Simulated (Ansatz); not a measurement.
A made-up structure of CH3AlB, doublet:

```xyz
6
angstrom
C -0.0113 0.0382 0.0139
B 0.5801 -0.1326 -1.2364
Al -0.8804 0.6668 1.7430
H 0.9011 -1.1582 -1.6460
H 0.7862 0.7500 -1.9442
H -1.3470 -0.1726 3.0090
```

It is relaxed with PBE-D4/def2-SVP and then PBE0-D4/def2-TZVP (Ansatz 0.2.0). Atoms count as bonded within 1.22 times the sum of their covalent radii (H–H: 0.88 Å). The end point is not checked to be a true minimum.

Does its bonding change? (Judge from chemistry; the calculation decides.)

The calculation gives: No: no bond forms or breaks.

Where it ends: The first stage lowers the energy by 0.60 eV in 7 steps. It ends as CH₃AlB ([BH2][C][AlH]):
C1  (-0.027, 0.004, 0.058)
B2  (0.579, -0.094, -1.246)
Al3  (-0.771, 0.123, 1.659)
H4  (0.921, -1.162, -1.687)
H5  (0.756, 0.890, -1.918)
H6  (-1.429, 0.229, 3.074)
(Å)

Labels in which every atom is bracketed show which atoms are joined, not bond orders.

For scale, one of the runs: PBE0-D4/def2-TZVP relaxation, 117 basis functions, launched by `ansatz run in.yaml --threads 2 --pin off --events-out ev --progress --plain --max-ram 4352MiB`. Hardware: 2 CPU threads of an Arm Neoverse V2, shared host. Wall time about 18 s.
